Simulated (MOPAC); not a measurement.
MOPAC input (PM3):

```
PM3 FORCE THERMO(298,298) PRECISE LET GEO-OK AUX(PRECISION=9) THREADS=1
C2H7N

C    -0.02338788 1   -0.22792104 1    1.23077905 1
N     0.00509386 1    0.58540145 1    0.00221753 1
C    -0.04826829 1   -0.21840567 1   -1.23178091 1
H     0.80326619 1   -0.95104192 1    1.31069287 1
H     0.01630574 1    0.43788676 1    2.10209120 1
H    -0.96649652 1   -0.78872717 1    1.27216066 1
H     0.82654498 1    1.15260598 1   -0.00389212 1
H     0.77658194 1   -0.94076954 1   -1.33400700 1
H    -0.02618732 1    0.45415142 1   -2.09855721 1
H    -0.99204287 1   -0.77898656 1   -1.25840627 1
```

**Question.** Which zero-point energy does it print?

**Answer.** 56.21 kcal/mol, from the harmonic wavenumbers of PM3.
